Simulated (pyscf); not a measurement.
This saddle point was located with ωB97X-D3(BJ)/def2-SVP in PySCF.

```xyz
7

O      0.5409     1.2949     0.9028
V     -0.1286     0.2521     0.0286
F     -1.8074    -0.1705     0.8752
F     -0.9766     1.1113    -1.1663
F      1.0963    -0.4501    -0.9180
Cl     0.0806    -1.7657     1.5112
H     -1.2332    -1.0995     1.4381
```

Surface: singlet, charge 0. Lowest wavenumbers (cm⁻¹): 636i, 78, 204, 221, 268.

Q: What reaction is this the transition state of?

A: `[O]=[V]([F])([F])[F]` + `[ClH]` <-> `[O]=[V]([F])([F])[Cl]` + `[FH]`, a four-centre exchange read from left to right: F–V, Cl–H broken and Cl–V, F–H formed. At ωB97M-D3(BJ)/def2-TZVP it lies +14.4 kcal/mol from the left side and +10.9 kcal/mol from the right (each side as separated species at their lowest minima found). On the product side the descent ends in an adduct with a F–V contact, 1.7 kcal/mol under the separated species and 12.2 kcal/mol under the saddle at ωB97X-D3(BJ)/def2-TZVP. What is counted as broken (F–V) persists as a longer contact in the product adduct; parting that adduct is a step of its own. At ωB97X-D3(BJ) the barrier from the zero used here is 11.8 kcal/mol. One saddle was located; it need not be the lowest between these sides.
